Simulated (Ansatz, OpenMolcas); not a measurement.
# BH2O: a line through the functionals

BH2O: 4 atoms, total charge 0, spin state doublet. As SMILES, `[BH]O`. The shape is that of a PBE0-D4/def2-TZVP optimisation.

The electronic atomisation energy y, in eV, basis cc-pVTZ; a is the functional's share of exact exchange. Programs: Ansatz 0.2.0, OpenMolcas 26.06.

| functional | program | a | y (eV) |
| --- | --- | --- | --- |
| UPBE | Ansatz | 0 | 14.54 |
| UTPSS | OpenMolcas | 0 | 14.23 |
| UB3LYP | Ansatz | 0.2 | ? |
| U-r2SCAN0 | Ansatz | 0.25 | 14.08 |
| UPBE0 | Ansatz | 0.25 | 14.16 |
| UBHLYP | Ansatz | 0.5 | 13.68 |

Question: Fit y = c + s·a to the known rows and predict UB3LYP.

Answer: 
1. Means of the 5 rows: a = 0.2000, y = 14.138.
2. Σ(Δa)² = 0.175, Σ(Δa·Δy) = -0.238, so the slope is -0.238/0.175 = -1.36.
3. Intercept: 14.138 − (-1.36) × 0.2000 = 14.410. The largest residual of the fit is 0.18.
4. UB3LYP: 14.410 + (-1.36) × 0.2 = 14.14 eV.

The run gave 14.21 eV, so the prediction is off by -0.07 eV, within the largest residual. The rows mix families of semi-local functionals, which the line can't see.
